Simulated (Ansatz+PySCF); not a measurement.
Values are calculated unless marked as measured or tabulated.
Several solutions for singlet P₂

```yaml
atoms:
  - { symbol: P, position_ang: [0.0000, 0.0000, -1.8910] }
  - { symbol: P, position_ang: [0.0000, 0.0000, 1.8910] }
```

Basis set: 6-31G (spherical functions). Charge 0, multiplicity 1.

UHF was run from several starts with Ansatz (development build ahead of 0.2.0) and PySCF 2.14.0.

```tsv
run	program	start	converged	energy (hartree)	<S²>
A	PySCF	guess huckel, instabilities followed	yes	-681.37808	2.96
B	Ansatz	search for the lowest state	yes	-681.37808	2.96
C	PySCF	guess 1e, instabilities followed	yes	-681.37808	2.96
D	PySCF	guess atom, instabilities followed	yes	-681.37808	2.96
E	Ansatz	stability test followed	yes	-681.28517	2.95
F	PySCF	guess minao, instabilities followed	yes	-681.37808	2.96
G	PySCF	program defaults	yes	-680.98258	0.00
H	Ansatz	atomic start, no search	yes	-681.28517	2.95
```

(1) Which runs reached the lowest solution of this kind, and what is wrong with the others?

## Answers

(1) A, B, C, D, F reached the lowest solution found. Converged but too high: E by 2.53 eV, G by 10.76 eV, H by 2.53 eV. Convergence only shows a stationary point, and even a stable one can lie too high; stability tests and further starts are what find lower ones. Caution: the unrestricted determinant is a mixture of spin states. Caution: the determinant breaks the point group.
